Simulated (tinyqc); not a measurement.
Worked calculation: FCI on RHF in the sto-6g basis, frozen core, for OH-, spin multiplicity 1. The basis has no diffuse functions, so it cannot describe the extra electron: this is an exercise in the method, not the real anion. One step of it, computed by the program tinyqc.

Question. Orthogonalisation. S = U s U^T; symmetric (Loewdin) form X = U s^(-1/2) U^T, so that X^T S X = 1.

overlap S, lower triangle:
```
,1O 1s,1O 2s,1O 2px,1O 2py,1O 2pz,2H 1s
1O 1s,1.000000
1O 2s,0.231145,1.000000
1O 2px,0.000000,0.000000,1.000000
1O 2py,0.000000,0.000000,0.000000,1.000000
1O 2pz,0.000000,0.000000,0.000000,0.000000,1.000000
2H 1s,0.038816,0.381440,0.000000,0.000000,0.335509,1.000000
```

Give: eigenvalues of S; X.

Answer.

eigenvalues of S: 0.4723  0.8432  1.0000  1.0000  1.1315  1.5529

X, lower triangle:
```
,1O 1s,1O 2s,1O 2px,1O 2py,1O 2pz,2H 1s
1O 1s,1.0216
1O 2s,-0.1265,1.0915
1O 2px,0.0000,0.0000,1.0000
1O 2py,0.0000,0.0000,0.0000,1.0000
1O 2pz,-0.0059,0.0609,0.0000,0.0000,1.0524
2H 1s,0.0185,-0.2339,0.0000,0.0000,-0.2022,1.1210
```
